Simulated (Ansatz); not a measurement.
A calculation with Ansatz (development build ahead of 0.2.0).

```yaml
crystal:
  periodic: [false, false, false]
  atoms:
    - { symbol: "N", position_ang: [0.55, 0.0, 4.3] }
    - { symbol: "N", position_ang: [-0.55, 0.0, 4.3] }
    - { symbol: F, position_ang: [0.71, 0.0, 0.0] }
    - { symbol: F, position_ang: [-0.71, 0.0, 0.0] }
basis:
  gaussian: { orbitals: "6-31G" }
hamiltonian:
  xc: hf
```

The input is written out in the form of the current development build from the run's settings.

Output:

| Quantity | Value |
| --- | --- |
| Converged | yes |
| Total energy | -307.51368 hartree |
| Spin squared of the determinant | 0.000 |
